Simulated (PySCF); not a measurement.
**SF₂⁺: from structure and modes to constants**

Level of theory: UPBE0/[S def2-TZVP, F def2-TZVP], no relativity, density fitting, PySCF.

The doublet minimum has C2v symmetry. Masses (u): S 31.97207, F 18.99840.

```xyz
3
charge 1 multiplicity 2, angstrom
S     0.0000    0.0000   -0.5144
F     1.1705    0.0000    0.4331
F    -1.1705    0.0000    0.4331
```

Harmonic wavenumbers (cm⁻¹): 409.1 (a1, ×1), 1006.3 (a1, ×1), 1030.0 (b2, ×1).

(1) Find the principal moments of inertia and the rotational constants. What kind of rotor is it?

(2) What is the harmonic zero-point energy?

## Answers

(1) About the centre of mass I = 15.589, 52.063, 67.651 u Å². With B = 16.8576/I this gives 1.081, 0.3238, 0.2492 cm⁻¹. The molecule is an asymmetric top with κ = -0.82.

(2) Half the sum of all 3 wavenumbers, 2445/2 = 1223 cm⁻¹, which is 14.6 kJ/mol (1 cm⁻¹ = 0.0119627 kJ/mol).

This need not be the most stable arrangement of these atoms.
